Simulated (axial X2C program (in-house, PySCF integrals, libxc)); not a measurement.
Potential curves of BC⁻, with spin–orbit coupling

Calculated with an in-house relativistic program for diatomic molecules. Two-component (2c) means X2C with spin–orbit coupling and atomic mean-field two-electron Coulomb and Gaunt terms. Basis: C dyall-av3z [8s7p3d2f], B dyall-av3z [8s7p3d2f] (cores contracted in-house); Gaussian nuclei, density fitting, unrestricted open shells. Masses: C 12.000 u, B 11.009 u.

State: Ω = 2 (⟨Sz⟩ = 1.00, ⟨Lz⟩ = 1.00 at HF). Energies in kJ/mol from the fragments at the same level (C- + B). Fits are polynomials in 1 − R0/R over 0.85 to 1.23 times the lowest point R0.

```
 R (Å)     CCSD
1.2995  -408.20
1.3423  -432.29
1.3852  -445.03
1.4280  -448.51
1.4780  -443.21
1.5280  -430.11
1.5922  -405.48
```

Correlated methods: 8 electrons correlated (number of frozen shells: C 1 s; B 1 s), 210 virtual spin orbitals or spinors in MP2, 90 natural virtuals in coupled cluster.

One determinant describes the state; a PBE0 search over occupations chose it and may have missed a lower one. Dissociation energies refer to the lowest single-determinant-based atoms at the same level and basis. CCSD ran in a truncated set of natural virtual spinors with an MP2 remainder; without triples it tends to underbind. PBE0 can misorder states that lie within some tenths of an eV, so this need not be the ground state of the molecule. The nearest other 2c determinant of the search, Ω = 1, lies 0.15 eV up at the distance of the search. With several unpaired electrons one determinant need not be a pure state. Open-shell Ω = 0 determinants with evenly filled partner blocks cannot be reached by this program, so the Ω shown need not be the lowest component. The determinant is spin-polarised beyond a pure state at some levels (its spin-free form has ⟨S²⟩ too high), which makes Re and μ there less reliable. The T1 diagnostic is large, a sign of multireference character. Coupled cluster ran on the points near the minimum only. MP2 and coupled cluster on one determinant become unreliable at the stretched end.

Q: What are Re, ωe and De at the CCSD level?

A: At CCSD, 2c: Re = 1.425 Å, ωe ≈ 1430 cm⁻¹, De = 4.65 eV to C- + B; Be follows as 1.45 cm⁻¹.
